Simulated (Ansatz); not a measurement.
Relaxation of H₁₀Si₃ (13 atoms, charge 0, multiplicity 1), to a largest force component of 0.02 eV/Å in at most 40 steps.

All numbers below come from RHF/cc-pVDZ in Ansatz 0.2.0.

```xyz
13
Properties=species:S:1:pos:R:3:forces:R:3
Si -0.024 0.133 -2.792 -0.01 0.02 -0.09
H 1.145 -0.673 -2.449 0.41 -0.28 0.12
H -0.585 0.730 -1.579 -0.18 0.19 0.38
H -1.028 -0.713 -3.432 -0.37 -0.30 -0.20
H 0.369 1.191 -3.720 0.14 0.39 -0.31
Si -0.360 0.901 2.207 -0.30 0.74 0.33
Si 0.390 -1.070 1.278 0.30 -0.70 -0.23
H 0.508 1.384 3.285 0.43 -0.02 0.33
H -0.443 1.994 1.232 0.03 0.22 -0.46
H -1.699 0.772 2.792 -0.45 -0.25 0.14
H 0.712 -2.073 2.300 0.03 -0.20 0.47
H 1.612 -0.886 0.489 0.39 0.25 -0.21
H -0.597 -1.690 0.389 -0.44 -0.06 -0.27
```

Problem. Where does it end, and by what steps?

Solution. It converged. The force dipped under the threshold on the way, but the program's further checks kept it going. After 8 steps the energy has fallen by 0.150 eV; H5 moved furthest, 0.97 Å.

| step | energy less start (eV) | largest force component (eV/Å) | accepted |
| --- | --- | --- | --- |
| 0 | 0.0000 | 0.738 | yes |
| 1 | -0.1214 | 0.223 | yes |
| 2 | -0.1416 | 0.042 | yes |
| 3 | -0.1442 | 0.021 | yes |
| 4 | -0.1468 | 0.024 | yes |
| 5 | -0.1484 | 0.009 | yes |
| 6 | -0.1493 | 0.006 | yes |
| 7 | -0.1499 | 0.007 | yes |
| 8 | -0.1505 | 0.008 | yes |

```xyz
13
Properties=species:S:1:pos:R:3
Si -0.040 0.200 -3.734
H 1.154 -0.619 -3.399
H -0.588 0.807 -2.493
H -1.074 -0.664 -4.360
H 0.347 1.277 -4.682
Si -0.368 0.899 2.789
Si 0.418 -1.148 1.878
H 0.585 1.402 3.816
H -0.501 1.922 1.716
H -1.699 0.701 3.429
H 0.629 -2.146 2.963
H 1.710 -0.935 1.168
H -0.573 -1.695 0.911
```

Time of the run: 22 s on 2 threads of Arm Neoverse N1, with other jobs on the host, peak memory 0.21 GiB.
